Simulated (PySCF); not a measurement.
allene (C3H4), SMILES C(=C)=C. Atoms are numbered in the order given.

```xyz
7

C      0.0000     0.0000     1.2993
C      0.0000     0.0000     0.0000
C      0.0000     0.0000    -1.2993
H      0.6566    -0.6566     1.8603
H     -0.6566     0.6566     1.8603
H      0.6566     0.6566    -1.8603
H     -0.6566    -0.6566    -1.8603
```

Geometry optimised at PBE0-D3(BJ)/def2-TZVP.

All values below come from PBE/def2-TZVPD (PySCF).

Isolated molecule, no solvent.

| Property | Result |
|---|---|
| total energy | -116.53945 hartree |
| point group | D2d |
| highest occupied level | -6.56 eV |
| lowest empty level | -0.75 eV |
| orbital gap | 5.81 eV |
| dipole moment | 0.00 D |
| quadrupole, principal values (traceless, Buckingham form, about the centre of nuclear charge) | -1.81, -1.81, 3.62 D·Å |
| mean static polarisability | 41.2 bohr³ (6.10 Å³) |
| polarisability, principal values | 30.1, 30.1, 63.4 bohr³ |
